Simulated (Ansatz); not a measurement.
Input for Ansatz (development build ahead of 0.2.0):

```yaml
crystal:
  periodic: [false, false, false]
  atoms:
    - { symbol: O, position_ang: [0.0, 0.0, -0.51984] }
    - { symbol: H, position_ang: [0.0, 0.0, 0.51984] }
basis:
  gaussian: { orbitals: def2-SVP }
total_charge: 1
magnetization:
  initial_magnetization: 2
hamiltonian:
  xc: hf
correlation:
  method: ccsd_t
  frozen_orbitals: { H: 0, O: 1 }
scf:
  omitted_lower_state_checks: [starts, atomic_configurations, cluster_reference, orbital_swaps, given_window_search, neighbouring_geometries, increment]
```

The input is written out in the form of the current development build from the run's settings. Correlation on restricted open-shell orbitals is semicanonical, with singles.

Results

* Converged: yes
* Reference energy: -74.90184 hartree
* Correlation energy: -0.13470 hartree
* Total energy: -75.03654 hartree
* Stability test: minimum among restricted orbitals
